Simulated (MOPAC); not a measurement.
Input for MOPAC: PM3 on CHN (SMILES C#N).

```
PM3 1SCF PRECISE CHARGE=0 THREADS=1
CHN

H      0.00000000 1     0.00000000 1    -0.59377492 1
C      0.00000000 1     0.00000000 1    -1.66809824 1
N      0.00000000 1     0.00000000 1    -2.82525056 1
```

Output:

```
*******************************************************************************
 **                                                                           **
 **                              MOPAC v23.2.5                                **
 **                                                                           **
 *******************************************************************************
 ** MOPAC's Digital Object Identifier: https://doi.org/10.5281/zenodo.6511958 **
 **                                                                           **
 ** Please cite the open-source release paper for use of this MOPAC version:  **
 ** J. E. Moussa and J. J. P. Stewart (2026)                                  **
 ** MOPAC: An open-source semiempirical molecular orbital program             **
 ** J. Open Source Softw., 11(119), 8025, https://doi.org/10.21105/joss.08025 **
 *******************************************************************************

                              PM3 CALCULATION RESULTS

 *******************************************************************************
 *  PM3        - The PM3 Hamiltonian to be used
 *
 *
 *
 *                 CHARGE ON SYSTEM = 0
 *
 *
 *
 *  PRECISE    - TIGHTER CRITERIA TO BE USED
 *  1SCF       - DO 1 SCF AND THEN STOP
 *  THREADS=1  - MULTI-THREADING NOT USED
 *  T=         - A TIME OF 172800.0 SECONDS REQUESTED
 *  DUMP=N     - RESTART FILE WRITTEN EVERY 7200.0 SECONDS REQUESTED
 *******************************************************************************
PM3 1SCF PRECISE CHARGE=0 THREADS=1
 CHN

   ATOM   CHEMICAL          X               Y               Z
  NUMBER   SYMBOL      (ANGSTROMS)     (ANGSTROMS)     (ANGSTROMS)

     1       H          0.00000000  *   0.00000000  *  -0.59377492  *
     2       C          0.00000000  *   0.00000000  *  -1.66809824  *
     3       N          0.00000000  *   0.00000000  *  -2.82525056  *



          CARTESIAN COORDINATES

    NO.       ATOM           X           Y           Z

     1         H          0.0000      0.0000     -0.5938
     2         C          0.0000      0.0000     -1.6681
     3         N          0.0000      0.0000     -2.8253

  H: (PM3): J. J. P. STEWART, J. COMP. CHEM. 10, 209 (1989).
  C: (PM3): J. J. P. STEWART, J. COMP. CHEM. 10, 209 (1989).
  N: (PM3): J. J. P. STEWART, J. COMP. CHEM. 10, 209 (1989).

           Empirical Formula: C H N  =     3 atoms



      MOLECULAR POINT GROUP   :   C*v


      RHF CALCULATION, NO. OF DOUBLY OCCUPIED LEVELS = 5


 -------------------------------------------------------------------------------
 PM3 1SCF PRECISE CHARGE=0 THREADS=1
 CHN



     1SCF WAS SPECIFIED, SO BFGS WAS NOT USED
     SCF FIELD WAS ACHIEVED


                              PM3 CALCULATION
                                                       MOPAC v23.2.5 Linux




          FINAL HEAT OF FORMATION =         32.94631 KCAL/MOL =     137.84738 KJ/MOL


          COSMO AREA              =         61.23 SQUARE ANGSTROMS
          COSMO VOLUME            =         43.63 CUBIC ANGSTROMS

          IONIZATION POTENTIAL    =         12.600792 EV
          HOMO LUMO ENERGIES (EV) =        -12.601  1.449
          NO. OF FILLED LEVELS    =          5
          MOLECULAR WEIGHT        =         27.0256         POINT GROUP:  C*v

          MOLECULAR DIMENSIONS (Angstroms)

            Atom       Atom       Distance
            N     3    H     1     2.23148
            N     3    H     1     0.00000
            H     1    C     2     0.00000


          SCF CALCULATIONS        =          1





   ATOM   CHEMICAL          X               Y               Z
  NUMBER   SYMBOL      (ANGSTROMS)     (ANGSTROMS)     (ANGSTROMS)

     1       H          0.00000000  *   0.00000000  *  -0.59377492  *
     2       C          0.00000000  *   0.00000000  *  -1.66809824  *
     3       N          0.00000000  *   0.00000000  *  -2.82525056  *

                             CARTESIAN COORDINATES

   1    H        0.000000000     0.000000000    -0.593774920
   2    C        0.000000000     0.000000000    -1.668098240
   3    N        0.000000000     0.000000000    -2.825250560


           Empirical Formula: C H N  =     3 atoms



      MOLECULAR POINT GROUP   :   C*v


                  EIGENVALUES
 -31.23718 -19.79720 -13.27494 -13.27494 -12.60079   1.44894   1.44894   2.07362
   6.48681


              NET ATOMIC CHARGES AND DIPOLE CONTRIBUTIONS

  ATOM NO.   TYPE          CHARGE      No. of ELECS.   s-Pop       p-Pop
    1          H           0.227858        0.7721     0.77214
    2          C          -0.160530        4.1605     1.28288     2.87765
    3          N          -0.067329        5.0673     1.74712     3.32021
 DIPOLE           X         Y         Z       TOTAL
 POINT-CHG.     0.000     0.000     1.550     1.550
 HYBRID        -0.000    -0.000     1.156     1.156
 SUM           -0.000    -0.000     2.706     2.706


          ATOMIC ORBITAL ELECTRON POPULATIONS

     Atom    s        px        py        pz
    1  H   0.77214
    2  C   1.28288   0.95021   0.95021   0.97722
    3  N   1.74712   1.04979   1.04979   1.22063

 **********************
 *                    *
 * JOB ENDED NORMALLY *
 *                    *
 **********************




 == MOPAC DONE ==
```

The run finished.

Cost: about 0.03 core-seconds (a rough figure).
